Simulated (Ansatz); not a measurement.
Litharge SnO, treated with r²SCAN (plane waves, PAW; Ansatz, a program for electronic structure).

Settings: plane-wave cutoff 500 eV, 10×10×8 k mesh (along the axes of the cell as run), Fermi–Dirac smearing 0.05 eV, scalar-relativistic PAW data made under PBE.

Cell (relaxed at this level):

Space group P4/nmm, origin choice 1 (No. 129); a = b = 3.8078 Å, c = 4.9356 Å, α = β = γ = 90.00°

```tsv
atom	site	symmetry	x	y	z
Sn	2c	4mm	0.0000	0.5000	0.2324
O	2a	-4m2	0.0000	0.0000	0.0000
```

Question: Give the computed band gap.

Answer: 
* **band gap**: 0.36 eV (on the SCF k mesh)

Measured, for comparison: band gap 0.7 eV (temperature not stated, no zero-point or thermal correction; as tabulated in Waroquiers et al. (2013), arXiv:1302.6756).

Note: the cell comes from a level without a dispersion term, which matters for the spacing of layers, chains or molecules.

Spin–orbit coupling is not included.

Computed values are for the static lattice.

Computing time: roughly 100 core-seconds.
